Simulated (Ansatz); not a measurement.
Where CCSD(T) holds and where it slips

Each species is computed at the geometry given (Å), with frozen cores, in Ansatz 0.2.0: RHF-CCSD(T) for singlets, UHF-CCSD(T) otherwise, and full CI in the same basis. The program picks the determinant by trial CCSD, so it needn't be the lowest Hartree–Fock solution. States: SiN Σ⁺ or Δ, H2C–Li A'', HSiC Π, HBN Σ⁺ or Δ, NaO⁺ Σ⁻ or Δ. Cases whose determinant has another symmetry than full CI's state, or whose (Q) step broke down, weren't drawn.

Problem. Judging by size, spin and bonding and the diagnostics given, rank them by the size of CCSD(T)'s error in total energy against full CI in the same basis, smallest first (an estimate).
A. HSiC, doublet, 6-31G: Si 0.000 0.000 0.099; C 0.000 0.000 -2.166; H 0.000 0.000 2.067. T1 0.107, (T) -209 meV in a correlation energy of -3.33 eV
B. HBN, doublet, 6-31G: B 0.000 0.000 0.006; N 0.000 0.000 1.162; H 0.000 0.000 -1.168. T1 0.029, (T) -126 meV in a correlation energy of -4.34 eV
C. NaO⁺, quintet, cc-pVDZ: O 0.000 0.000 0.000; Na 0.000 0.000 2.517. T1 0.007, (T) -18 meV in a correlation energy of -2.42 eV
D. SiN, doublet, 6-31G: Si 0.000 0.000 0.000; N 0.000 0.000 1.222. T1 0.064, (T) -118 meV in a correlation energy of -4.08 eV
E. H$_{2}$C–Li, doublet, 6-31G: C 0.000 -0.052 0.529; Li 0.000 -0.052 -1.380; H 0.000 1.898 2.008; H 0.000 -0.928 1.194. T1 0.051, (T) -72 meV in a correlation energy of -2.17 eV

Solution. C (3.1 meV), B (33.1 meV), D (50.4 meV), E (78.3 meV), A (278.5 meV).

| species | basis | correlated electrons | CCSD(T) − full CI (meV) | CCSDT(Q) − full CI (meV) | unpaired electrons (full CI) | T1 | ⟨S²⟩ of the determinant |
| --- | --- | --- | --- | --- | --- | --- | --- |
| NaO⁺, quintet | cc-pVDZ | 6 | -3.1 | -6.7 | 4.00 | 0.007 | 6.00 |
| HBN, doublet | 6-31G | 9 | 33.1 | -1.6 | 1.07 | 0.029 | 0.83 |
| SiN, doublet | 6-31G | 9 | 50.4 | -0.6 | 1.09 | 0.064 | 0.80 |
| H2C–Li, doublet | 6-31G | 7 | 78.3 | -0.1 | 2.03 | 0.051 | 1.67 |
| HSiC, doublet | 6-31G | 9 | 278.5* | 37.2 | 1.88 | 0.107 | 2.26 |

Unpaired electrons are Σ n²(2−n)² over natural occupations; an open shell counts its own unpaired electrons too. Frozen cores follow each run's orbitals, which moves totals by a few meV. No single determinant describes H2C–Li, doublet well, by full CI's occupations. No single determinant describes HSiC, doublet well, by full CI's occupations. For NaO⁺, quintet CCSDT(Q) lies farther off than CCSD(T), so the series isn't closing smoothly there. An asterisk marks runs whose energy the program itself flagged as in doubt.
